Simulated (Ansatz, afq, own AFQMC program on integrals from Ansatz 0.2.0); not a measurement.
**Where AFQMC and coupled cluster stand for HCl⁺, doublet**

```yaml
atoms:
  - { symbol: Cl, position_ang: [0.0000, 0.0000, 0.0000] }
  - { symbol: H, position_ang: [0.0000, 0.0000, 1.2788] }
```

Basis cc-pVTZ. Only valence electrons are correlated. Integrals, coupled cluster, full CI and functionals: Ansatz 0.2.0; the random walks run on the same integrals in our own AFQMC program. ph-AFQMC/CISD is guided by a CISD state made of CCSD amplitudes; releasing the constraint for a short imaginary time cuts its bias at the price of noise, slowly where states lie close. Free projection: walkers drawn from exp(T), propagated without any constraint. Its projection time is finite, and what remains of the start isn't in its error. Uncertainties: one standard error, sampling alone.

Determinant: ROHF, the one that the program's search chose, which needn't be the lowest solution. The geometry is a PBE0/def2-TZVP stationary point of this or a neighbouring charge and spin state.

No full CI on the walks' own integrals is used here; CCSDT(Q) serves as the reference and is uncertain by about the last step of the cluster series.

```
T1 diagnostic                               : 0.0146
weight of the determinant in the CISD state : 0.928
size of the correlated space                : 7 electrons in 43 orbitals
```

Reference: CCSDT(Q), correlation energy -5.393 eV. The released energy is read at 2.40 1/Eh (meV from the phaseless value at times in 1/Eh: -6 ± 10 at 0.24, -16 ± 9 at 0.51, -18 ± 7 at 0.99, -24 ± 9 at 1.62, -29 ± 10 at 2.40).

```tsv
level	E − E(reference) (mEh)	share of correlation (%)
HF	198.20	0.00
MP2	30.68	84.52
CCSD	6.74	96.60
CCSD(T)	0.87	99.56
CCSDT	0.18	99.91
ph-AFQMC/HF	1.77 ± 1.63	99.11
ph-AFQMC/CISD	0.75 ± 0.29	99.62
released AFQMC	-0.33 ± 0.35	100.17
free AFQMC	0.13 ± 0.51	99.94
```

Free projections are given only where their last times agree within the noise and don't stop above the reference; a slow remainder of the start can still hide under it. A walk keeps the symmetry of its determinant, which the program's search chose and which needn't be the lowest solution, so a lower state of the same spin and another symmetry isn't excluded. Released energies are given only where the last usable release times agree within the noise; a slower fall can still hide under it.
